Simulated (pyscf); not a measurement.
## Four-centre exchange: H₃C–GaH–CH₃ + NH₃ → H₃C–Ga(CH₃)–NH₂ + H₂

Gas phase, singlet surface, charge 0. Bonds broken: Ga2–H7, N11–H12. Bonds formed: Ga2–N11, H7–H12. Optimised with ωB97X-D3(BJ)/def2-SVP in PySCF.

Transition state (Å):

```xyz
14

C     -2.4334     1.0786     0.5462
Ga    -0.6151     0.4428     0.1643
C     -0.0203    -1.0641    -0.9455
H     -3.0762     0.2624     0.9120
H     -2.4273     1.8753     1.3063
H     -2.8989     1.4842    -0.3678
H      0.2409     0.2204     1.8653
H     -0.2496    -0.8742    -2.0075
H      1.0657    -1.2225    -0.8557
H     -0.5266    -1.9992    -0.6586
N      0.7507     1.8771     0.3113
H      0.6689     1.0092     1.4239
H      0.4661     2.8465     0.4398
H      1.5934     1.8447    -0.2598
```

One imaginary mode, 1334i cm⁻¹; descent along it reached the two sides named, in the forms told below.

```csv
bond,change,reactant side (Å),saddle,product side
Ga2–H7,breaks,1.590,1.917,2.9
N11–H12,breaks,1.020,1.414,3.1
Ga2–N11,forms,2.183,1.986,1.823
H7–H12,forms,2.8,1.000,0.761
```

Electronic energies relative to the separated reactants (kJ/mol):

```tsv
level	barrier	reaction energy	reverse barrier
ωB97X-D3(BJ)/def2-TZVP	58.5	-36.1	94.5
PBE/def2-TZVP	49.0	-30.3	79.3
r²SCAN/def2-TZVP	46.0	-36.9	82.9
B3LYP-D3(BJ)/def2-TZVP	60.3	-33.9	94.1
PBE0-D3(BJ)/def2-TZVP	50.9	-29.9	80.8
M06-2X/def2-TZVP	49.2	-49.6	98.7
ωB97M-D3(BJ)/def2-TZVP	66.0	-29.1	95.1
HF/def2-TZVP	123.2	-16.5	139.7
```

With ωB97M-D3(BJ)/def2-TZVP energies and thermal terms (ideal gas, 1 atm, RRHO with modes under 100 cm⁻¹ raised to 100, one conformer, R ln 2 for rigid chiral ones), in kJ/mol:

```
T (K)   ΔH‡    ΔG‡     ΔH     ΔG
-----  ----  -----  -----  -----
298    58.1  103.1  -39.7  -29.9
600    59.7  148.2  -34.0  -22.2
900    63.0  191.8  -29.6  -17.3
1200   66.7  234.2  -26.5  -13.7
```

On the reactant side the descent ends in an adduct with a Ga–N contact, 90.7 kJ/mol under the separated species and 149.2 kJ/mol under the saddle at ωB97X-D3(BJ)/def2-TZVP. What is counted as formed (Ga–N) is already present as a longer contact in the reactant adduct; forming that adduct is a step of its own. At the saddle there is also a short Ga–H contact that neither side keeps. This is the saddle that the search found; another between the same sides may lie lower. Elements up to Kr have no core potential and no relativistic terms here.
